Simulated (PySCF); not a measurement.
Isomers of C2H4O3S, one GFN2-xTB conformer each. Single-point energies are computed at PBE0/pcSseg-1 (PySCF, gas phase, no added dispersion term), electronic only.

Task: Rank them by PBE0/pcSseg-1 energy, lowest first (kJ/mol).
A. `[CH2:1]=[CH:2][S:3](=[O:4])(=[O:5])[OH:6]` with C1–C2–S3–O4 6°, C2–S3–O6–H 115°
B. `[O:1]=[S:2]1[O:3][CH2:4][CH2:5][O:6]1` with O1–S2–O3–C4 131°, S2–O3–C4–C5 -34°, O3–C4–C5–O6 36°, C4–C5–O6–S2 -24° (ethylene sulfite)

Result: B (0.0), A (72.2).

As drawn, the higher has an O–H bond and a C=C bond outside aromatic rings, which the lower lacks. GFN2-xTB itself gives, in the same order: 0.0, 172.2. Both levels put the same isomer lowest.

Task: Which frontier levels, dipoles and rotational constants go with these structures?

Result: 
| SMILES | HOMO (eV, PBE0/pcSseg-1) | LUMO (eV) | dipole (D) | A, B, C (MHz) |
| --- | --- | --- | --- | --- |
| O=S1OCCO1 | -8.04 | -0.38 | 4.05 | 6215, 2967, 2314 |
| C=CS(=O)(=O)O | -8.97 | -1.30 | 4.02 | 4751, 2626, 2591 |
